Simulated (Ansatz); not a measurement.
Geometry optimisation, RKS CAM-B3LYP/def2-SVP in Ansatz 0.2.0.

Input file:

```yaml
crystal:
  periodic: [false, false, false]
  atoms:
    - { symbol: Al, position_ang: [0.388005, 0.103477, -1.592635] }
    - { symbol: H, position_ang: [0.610212, -0.073361, 1.157325] }
    - { symbol: H, position_ang: [1.310621, 0.006993, 1.008653] }
    - { symbol: C, position_ang: [-1.493021, 0.004928, -0.92623] }
    - { symbol: H, position_ang: [-1.725489, -0.918328, -0.363987] }
    - { symbol: H, position_ang: [-1.789595, 0.858001, -0.2884] }
    - { symbol: H, position_ang: [-2.167234, 0.01829, -1.804326] }
basis:
  gaussian: { orbitals: def2-SVP }
hamiltonian:
  xc: cam_b3lyp
relax:
  f_tol: 0.03
  max_steps: 50
```

Run as:

```bash
$ ansatz run input.yaml --threads 1 --pin off --max-ram 2048MiB --backend cpu --events-out ev --progress --plain --runs-dir out
```

Q: Where does it end, and by what steps?

A: The forces met the threshold. The force dipped under the threshold on the way, but the program's further checks kept it going. After 7 steps the energy has fallen by 0.071 eV; H2 moved furthest, 0.46 Å.

```json
{"step": "0", "energy less start (eV)": "0.0000", "largest force component (eV/Å)": "1.696", "accepted": "yes"}
{"step": "1", "energy less start (eV)": "-0.0594", "largest force component (eV/Å)": "0.233", "accepted": "yes"}
{"step": "2", "energy less start (eV)": "-0.0671", "largest force component (eV/Å)": "0.066", "accepted": "yes"}
{"step": "3", "energy less start (eV)": "-0.0636", "largest force component (eV/Å)": "0.134", "accepted": "no"}
{"step": "4", "energy less start (eV)": "-0.0683", "largest force component (eV/Å)": "0.025", "accepted": "yes"}
{"step": "5", "energy less start (eV)": "-0.0706", "largest force component (eV/Å)": "0.075", "accepted": "yes"}
{"step": "6", "energy less start (eV)": "-0.0709", "largest force component (eV/Å)": "0.071", "accepted": "yes"}
{"step": "7", "energy less start (eV)": "-0.0714", "largest force component (eV/Å)": "0.015", "accepted": "yes"}
```

```xyz
7
Properties=species:S:1:pos:R:3
Al 0.220 0.121 -1.961
H 0.775 -0.065 1.584
H 1.480 -0.025 1.296
C -1.558 0.010 -1.069
H -1.668 -0.915 -0.473
H -1.734 0.858 -0.382
H -2.383 0.016 -1.805
```

Whether the end is a true minimum wasn't checked by a vibrational analysis.

Run time: 9.6 s on 1 thread of Arm Neoverse V2, on a shared host, peak memory 0.11 GiB.
